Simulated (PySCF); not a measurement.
2-methyl-1H-pyrrole, C5H7N.
Atom-mapped SMILES: `[CH3:1][c:2]1[cH:3][cH:4][cH:5][nH:6]1` (hydrogens: H7, H8, H9 on C1; H10 on C3; H11 on C4; H12 on C5; H13 on N6)

Computed with PySCF at CAM-B3LYP/def2-SVPD, non-relativistic, on one gas-phase PBE0-D3(BJ)/def2-SVP geometry that isn't relaxed in the solvent. The solvent is an IEF-PCM continuum (van der Waals radii × 1.2). Specific hydrogen bonds and non-electrostatic terms are outside this model.

Gas phase at CAM-B3LYP/def2-SVPD: HOMO -7.08 eV, LUMO 1.30 eV, dipole 2.00 D.

Q: What does the continuum do to the energy, the frontier levels and the dipole at CAM-B3LYP/def2-SVPD in benzene and tetrahydrofuran?

A: 
```
        solvent      ε  E(solvent) − E(gas) (kJ/mol)  polarisation term (kJ/mol)  distortion of the solute (kJ/mol)  HOMO (eV)  LUMO (eV)  dipole (D)
        benzene  2.271                         -9.30                      -10.03                               0.73      -7.10       1.45        2.36
tetrahydrofuran  7.426                        -17.78                      -20.48                               2.70      -7.15       1.53        2.69
```

Polarisation term: ½ Σ q·V over the induced surface charges. Distortion: the rise of the solute's own energy as its density leaves the gas-phase optimum. From benzene to tetrahydrofuran the lowering changes by a factor 1.91, Onsager's factor (ε − 1)/(2ε + 1) by 1.77 and ε itself by 3.3.

Q: Which radius a makes the point-dipole formula ΔE = −[(ε − 1)/(2ε + 1)]·μ²/a³ give the value in tetrahydrofuran, with the gas-phase dipole?

A: μ = 0.787 au and |ΔE| = 0.00677 Eh give a = 1.76 Å; the farthest nucleus lies 2.94 Å from the centroid of the nuclei, so such a sphere wouldn't even hold the nuclei. The formula assumes a rigid point dipole at the centre of a sphere.

Q: How does the static polarisability (CAM-B3LYP/def2-SVPD, frozen core, with the continuum's full static response) change?

A: 
```json
{"medium": "gas", "isotropic (au)": "65.3", "principal values (au)": "45.2, 69.3, 81.2", "⟨r²⟩ of the electrons (bohr²)": "525.1"}
{"medium": "benzene", "isotropic (au)": "75.0", "principal values (au)": "51.5, 80.6, 92.8", "⟨r²⟩ of the electrons (bohr²)": "524.8"}
{"medium": "tetrahydrofuran", "isotropic (au)": "84.5", "principal values (au)": "59.0, 91.7, 102.8", "⟨r²⟩ of the electrons (bohr²)": "524.4"}
```

The isotropic value in tetrahydrofuran is 1.29 times the gas-phase one; no cavity-field correction is applied. ⟨r²⟩ is taken about the centre of nuclear charge.
